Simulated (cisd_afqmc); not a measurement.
Input (AFQMC/CISD/cc-pV(D+d)Z; cisd_afqmc is a phaseless AFQMC code with CISD trial states that reads the integrals written by Ansatz): A basis named .json is the Basis Set Exchange file of that set.

Ansatz 0.2 input:
```python
import cisd_afqmc

open("ham.yaml", "w").write("""\
crystal:
  periodic: [false, false, false]
  atoms:
    - {symbol: S, position_ang: [-1.44360812, 0.15959318, -0.05222813]}
    - {symbol: C, position_ang: [-0.01962071, -0.51747284, 0.34082861]}
    - {symbol: S, position_ang: [1.45096589, 0.03445914, -0.07558259]}
basis:
  gaussian:
    orbitals: cc-pV_D+d_Z.json
magnetization: {spin_polarized: true, initial_magnetization: 2}
correlation: {method: ccsd, electrons: outside_noble_gas, hamiltonian_folder: ham}
""")
rep = cisd_afqmc.ansatz("ham.yaml")
e_ccsd = rep["correlation"]["coupled_cluster"]["energy"]["hartree"]
out = cisd_afqmc.run("ham", e_ccsd, trial="CISD", walkers=200, populations=8, threads=8, dt=0.005, steps=40, early=24, settle=10, least=32,
    cut=5e-5, rank_cut=2e-4, target=0.0004, seconds=1500, seed=1, memory=17280, gpu=False)
```

Output:

```
orbitals 49, occupied [9, 7], factors 282 of 594, rank of the doubles 317 of 654
E(HF) = -832.864323
E(CCSD) on the cut factors = -833.247992, shift to the whole factors -0.000009
Energy of the trial state on the determinant = -833.247889
  tau behind 7.2 of longer steps, mean of the populations' last blocks
   2.0  -833.26848
   4.0  -833.26976
   6.0  -833.27019
   8.0  -833.27046
  10.0  -833.26897
  12.0  -833.26843
  14.0  -833.27014
  16.0  -833.27021
  18.0  -833.26865
  20.0  -833.26676
  22.0  -833.26849
  24.0  -833.26835
  26.0  -833.27019
blocks 1055 (0 outliers left out), error by blocks joined: 1: 0.00017, 2: 0.00021, 4: 0.00027, 8: 0.00033, 16: 0.00040
E(AFQMC/CISD) = -833.26923 +/- 0.00040
```

This triplet is an excited state, 2.8 eV above the singlet at CCSD(T)/cc-pV(5+d)Z (Ansatz).

The error still grows at the longest joins of blocks, or few joins were possible, so the printed bar may be too narrow.
